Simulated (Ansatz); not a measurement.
Two shapes of singlet C₃H₅(+).

Shape 1:

```xyz
8

C     0.0000    0.0000   -0.4928
C     0.0000    1.1898    0.2111
C     0.0000   -1.1898    0.2111
H     0.0000    0.0000   -1.5874
H     0.0000    2.1593   -0.3030
H     0.0000    1.2037    1.3086
H     0.0000   -2.1593   -0.3030
H     0.0000   -1.2037    1.3086
```

Shape 2:

```xyz
8

C     0.0349   -0.0051   -0.4573
C     0.0473    1.1773    0.2010
C     0.0473   -1.1769    0.2014
H    -0.0132    0.0381   -1.6170
H     0.0310    2.1855   -0.3323
H     0.0324    1.1994    1.3465
H    -0.0432   -2.1676   -0.2793
H     0.0366   -1.2262    1.2831
```

Basis set: 6-31G* (spherical functions). Left uncorrelated: 3 orbitals. Charge 1, multiplicity 1.

Computed with Ansatz (development build ahead of 0.2.0); each method stands on the lowest determinant of its kind that the runs found.

(1) Which shape is lower in energy, and by how much in each method?

Results:

(1)

```tsv
method	E(2) − E(1) (eV)
RHF	0.335
RHF-MP2	0.299
```

Shape 1 is lower.
